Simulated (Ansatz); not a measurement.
Geometry optimisation of CH6AlN, SMILES `C[NH][AlH2]`.

```yaml
crystal:
  periodic: [false, false, false]
  atoms:
    - {symbol: C, position_ang: [-0.385208, 0.941831, -0.781610]}
    - {symbol: N, position_ang: [0.338571, -0.247267, -0.365433]}
    - {symbol: Al, position_ang: [0.335333, -1.091173, 1.214640]}
    - {symbol: H, position_ang: [-1.090237, 0.746953, -1.623279]}
    - {symbol: H, position_ang: [0.289962, 1.767035, -1.107446]}
    - {symbol: H, position_ang: [-0.990825, 1.334514, 0.061514]}
    - {symbol: H, position_ang: [0.918301, -0.625825, -1.121638]}
    - {symbol: H, position_ang: [1.252082, -2.394109, 1.333281]}
    - {symbol: H, position_ang: [-0.579380, -0.478258, 2.372772]}
basis:
  gaussian: {orbitals: def2-TZVP}
hamiltonian: {xc: pbe0, dispersion: d4}
relax: {f_tol: 0.005, max_steps: 150}
```

```sh
$ ansatz run in.yaml --threads 2 --pin off --events-out ev --progress --plain
```

Output, abridged:

```
Functional definition: PBE0
  name "PBE0"
  cite "Adamo & Barone, J. Chem. Phys. 110, 6158 (1999) doi:10.1063/1.478522"
  cite "Perdew, Burke & Ernzerhof, Phys. Rev. Lett. 77, 3865 (1996) doi:10.1103/PhysRevLett.77.3865"
  parent pbe
  parameter a = 0.25
  parameter kappa = 0.804
  parameter beta = 0.06672455060314922
  exchange = (1 - a)*pbe_x(kappa = kappa, mu = beta*pi^2/3) + a*exact_x
  correlation = pbe_c(beta = beta)
mean field -9216.92273533 eV, -338.7156630686 hartree, gradient 5.4e-5 eV, S^2 0.000000; 0 other end points of the search recorded, 0 dependent functions left out
the calculation of the forces begins
relax step   1: F+E_penalty+E_count = -9217.03012685 eV  Δ(F+E_penalty+E_count) = +0.000e0 eV  max|allowed force component| = 4.799e-1 eV/Å  Δτ_max = 0.0000 Å  (25 SCF iters, accepted)
these checks for a lower state are left out or cut short: starts, cluster_reference, orbital_swaps, neighbouring_geometries, increment
mean field -9216.95148523 eV, -338.7167196080 hartree, gradient 2.6e-5 eV, S^2 0.000000; 0 other end points of the search recorded, 0 dependent functions left out
the calculation of the forces begins
relax step   2: F+E_penalty+E_count = -9217.05929230 eV  Δ(F+E_penalty+E_count) = -2.917e-2 eV  max|allowed force component| = 2.288e-1 eV/Å  Δτ_max = 0.0235 Å  (29 SCF iters, accepted)
these checks for a lower state are left out or cut short: starts, cluster_reference, orbital_swaps, neighbouring_geometries, increment
mean field -9216.95468666 eV, -338.7168372585 hartree, gradient 2.6e-5 eV, S^2 0.000000; 0 other end points of the search recorded, 0 dependent functions left out
the calculation of the forces begins
relax step   3: F+E_penalty+E_count = -9217.06275208 eV  Δ(F+E_penalty+E_count) = -3.460e-3 eV  max|allowed force component| = 3.936e-2 eV/Å  Δτ_max = 0.0142 Å  (30 SCF iters, accepted)
these checks for a lower state are left out or cut short: starts, cluster_reference, orbital_swaps, neighbouring_geometries, increment
mean field -9216.95473355 eV, -338.7168389818 hartree, gradient 2.6e-5 eV, S^2 0.000000; 0 other end points of the search recorded, 0 dependent functions left out
the calculation of the forces begins
relax step   4: F+E_penalty+E_count = -9217.06285648 eV  Δ(F+E_penalty+E_count) = -1.044e-4 eV  max|allowed force component| = 1.689e-2 eV/Å  Δτ_max = 0.0084 Å  (29 SCF iters, accepted)
these checks for a lower state are left out or cut short: starts, cluster_reference, orbital_swaps, neighbouring_geometries, increment
mean field -9216.95478702 eV, -338.7168409466 hartree, gradient 2.6e-5 eV, S^2 0.000000; 0 other end points of the search recorded, 0 dependent functions left out
the calculation of the forces begins
relax step   5: F+E_penalty+E_count = -9217.06293037 eV  Δ(F+E_penalty+E_count) = -7.389e-5 eV  max|allowed force component| = 1.433e-2 eV/Å  Δτ_max = 0.0085 Å  (29 SCF iters, accepted)
these checks for a lower state are left out or cut short: starts, cluster_reference, orbital_swaps, neighbouring_geometries, increment
mean field -9216.95479054 eV, -338.7168410759 hartree, gradient 2.6e-5 eV, S^2 0.000000; 0 other end points of the search recorded, 0 dependent functions left out
the calculation of the forces begins
relax step   6: F+E_penalty+E_count = -9217.06294471 eV  Δ(F+E_penalty+E_count) = -1.434e-5 eV  max|allowed force component| = 4.942e-3 eV/Å  Δτ_max = 0.0028 Å  (30 SCF iters, accepted)
mean field -9216.95479054 eV, -338.7168410759 hartree, gradient 2.6e-5 eV, S^2 0.000000; 1 other end points of the search recorded, 0 dependent functions left out
the calculation of the forces begins
Total energy: -9217.06297907 eV, -338.7208169312 hartree
Atom 0 at    -0.384527     0.934743    -0.771719 Å, force     0.002724    -0.001894     0.000141 eV/Å
Atom 1 at     0.340042    -0.253158    -0.374238 Å, force     0.000176     0.003448    -0.004437 eV/Å
Atom 2 at     0.335324    -1.074438     1.190863 Å, force    -0.004942    -0.002285    -0.000119 eV/Å
Atom 3 at    -1.074756     0.743883    -1.602157 Å, force     0.000516     0.000829     0.000542 eV/Å
Atom 4 at     0.284426     1.748566    -1.076009 Å, force    -0.001480     0.000652     0.000264 eV/Å
Atom 5 at    -0.980989     1.302618     0.066780 Å, force     0.000592    -0.001662    -0.000415 eV/Å
Atom 6 at     0.905539    -0.619060    -1.126296 Å, force    -0.000810    -0.000338     0.001319 eV/Å
Atom 7 at     1.234404    -2.369941     1.339694 Å, force     0.001032     0.001321     0.001232 eV/Å
Atom 8 at    -0.570864    -0.459513     2.335884 Å, force     0.002192    -0.000071     0.001475 eV/Å
Dipole moment:     0.016134     0.104973    -0.236540 e Å
```

Run time 17 s (2 threads of a server CPU on a shared host); peak host memory 0.24 GiB.
